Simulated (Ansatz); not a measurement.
Consider the isomerisation: `COC1(F)CO1` → `O/C=C(/O)CF`.

Isolated molecules relaxed with PBE0-D4/def2-TZVP in Ansatz; ΔE leaves out vibrations. CBS: MP2 limit from def2 TZ/QZ plus the TZ coupled-cluster correction, frozen cores. DFT in def2-TZVPP. One conformer a species, not always the lowest.

```tsv
level	ΔE (kJ/mol)
PBE0	-34.2
MP2/def2-QZVPP	-40.3
```

(1) What does CCSD(T)/CBS give? (An estimate is asked.)

Largest T1 diagnostic among the species: 0.012.

Answers

(1) Computed: -45.8 kJ/mol. The listed levels differ from it by 11.6, 5.5 kJ/mol.

From PBE to PBE0 (25 % exact exchange), in def2-TZVPP and without D4, ΔE moves by +4.1 kJ/mol.
